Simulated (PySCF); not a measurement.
Species: diacetylene, C4H2.
Structure used (PBE0-D3(BJ)/def2-SVP), in Å, numbered top down from 1:
```
atom  x, y, z in Å
C1     1.880    0.327    0.032
C2     0.685    0.107    0.087
C3    -0.664   -0.140    0.148
C4    -1.859   -0.359    0.203
H5     2.935    0.522   -0.017
H6    -2.915   -0.552    0.251
```

All values: PBE0/def2-SVPD (PySCF, non-relativistic), on one gas-phase PBE0-D3(BJ)/def2-SVP geometry that isn't relaxed in the solvent. The solvent is an IEF-PCM continuum (van der Waals radii × 1.2), and excitations are vertical TDDFT with non-equilibrium linear response and a frozen core. Specific hydrogen bonds and non-electrostatic terms are outside this model.

| run | E − E(gas) (kcal/mol) | HOMO (eV) | HOMO–LUMO gap (eV) | dipole (D) | lowest singlet (eV) | static polarisability (au) |
| --- | --- | --- | --- | --- | --- | --- |
| gas | 0.00 | -7.67 | 6.74 | 0.00 | 4.73 | 48.2 |
| P | -3.53 | -7.76 | 6.80 | 0.00 | 4.78 | 64.3 |
| Q | -1.42 | -7.69 | 6.76 | 0.00 | 4.75 | 54.5 |

Question: The runs were made in acetone and cyclohexane. Which run belongs to which solvent?

Answer: P = acetone, Q = cyclohexane. The dielectric constants are 2.017 (cyclohexane), 20.49 (acetone), and the energy falls further as ε rises. The optical constants n² used for the excitations are 2.04, 1.85 in the same order. In this model the ground state sees the solvent through ε alone.

Question: How constant is the ratio of the lowering to (ε − 1)/(2ε + 1)?

Answer: 
```csv
solvent,(ε − 1)/(2ε + 1),E − E(gas) (kcal/mol),ratio (kcal/mol),polarisation term (kcal/mol)
cyclohexane,0.202,-1.42,-7.0,-1.51
acetone,0.464,-3.53,-7.6,-4.10
```

The ratio changes by +8.2 % in size from cyclohexane to acetone. The polarisation term is half the interaction of the solute with the induced surface charges.
